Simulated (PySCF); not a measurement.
# Cl: ionisation energy

Cl [Ne] 3s2 3p5 (2P) → Cl+ [Ne] 3s2 3p4 (3P), as a difference of total energies. Computed with PySCF 2.14 in x2c-QZVPPall, with scalar relativity by spin-free X2C-1e. Correlated levels: valence and next inner shell: 1s2 frozen. The calculations carry no spin-orbit coupling.

```tsv
method	ionisation energy (eV)
UHF	11.746
MP2 (valence and next inner shell)	12.839
SCS-MP2 (valence and next inner shell)	12.850
CCSD (valence and next inner shell)	12.805
CCSD(T) (valence and next inner shell)	12.860
```

**Question.** How much does correlation contribute at CCSD(T) (valence and next inner shell)?

**Answer.** 12.860 − (11.746) = 1.114 eV, measured against UHF.

Errors of the correlated levels include the incompleteness of this basis and the frozen core.

For comparison: 12.974 eV (measured; NIST levels, between the centres of gravity of the two terms).
